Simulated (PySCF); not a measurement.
Gas-phase reaction: H3SiNH2 + SiH2Cl2 = SiH2ClNH2 + SiCl + 3 H

Energies from PySCF, thermal terms from the rigid-rotor harmonic-oscillator model, ideal gas at 1 bar. † marks an energy on the PBE0/def2-TZVP geometry and frequencies; other levels use their own. MP2 and CCSD(T) freeze the core. 6-31G* has spherical d functions here. Open shells (unrestricted): SiCl (multiplicity 2), H (multiplicity 2); the rest are closed-shell singlets. Spin-orbit splitting is ignored; it lowers the true energy and changes the entropy of SiCl. H3SiNH2, SiH2ClNH2: computed as isolated molecules; such fragments, hydroxides, amides, oligomers or adducts are transient or little studied in the gas. MP2 isn't extrapolated to the basis-set limit. CCSD(T) isn't extrapolated to the basis-set limit.

| level | ΔH°(298 K), kJ |
|---|---|
| CCSD(T)/def2-SVP† | ? |
| CCSD(T)/def2-TZVPP† | 915 |
| HF/6-31G* | 719 |
| MP2/def2-TZVPP† | 898 |
| PBE/def2-SVP | ? |
| PBE/def2-TZVP† | ? |
| r2SCAN/def2-TZVP† | 914 |

Task: Some entries are withheld; supply them.

Result: 
- CCSD(T)/def2-SVP†, ΔH°(298 K), kJ: 881
- PBE/def2-SVP, ΔH°(298 K), kJ: 872
- PBE/def2-TZVP†, ΔH°(298 K), kJ: 876
